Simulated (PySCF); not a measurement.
# Oxygen: a sound run and one with changed settings

Sound run: O [He] 2s2 2p4, O⁺ [He] 2s2 2p3. Calculation: PySCF 2.14, in x2c-SVPall (3s2p1d, 14 functions); the spin-free X2C one-electron Hamiltonian (Gaussian nucleus). The sound run starts from symmetry-adapted Hartree-Fock orbitals and uses a fine grid where one is needed.

Changed run: initial guess minao, at most 5 SCF cycles. This setting is unsound on purpose.

```tsv
species	method	sound run (hartree)	changed run (hartree)	converged
O	UHF	-74.77172	-74.77172	no
O	BP86	-75.04434	-75.04434	no
O	TPSS	-75.06299	-75.06299	no
O⁺	UHF	-74.32809	-74.32809	no
O⁺	BP86	-74.52729	-74.52729	no
O⁺	TPSS	-74.55239	-74.55239	yes
```

The SCF was stopped early; the energies are upper bounds that still move, and correlated levels were skipped or rest on poor orbitals.
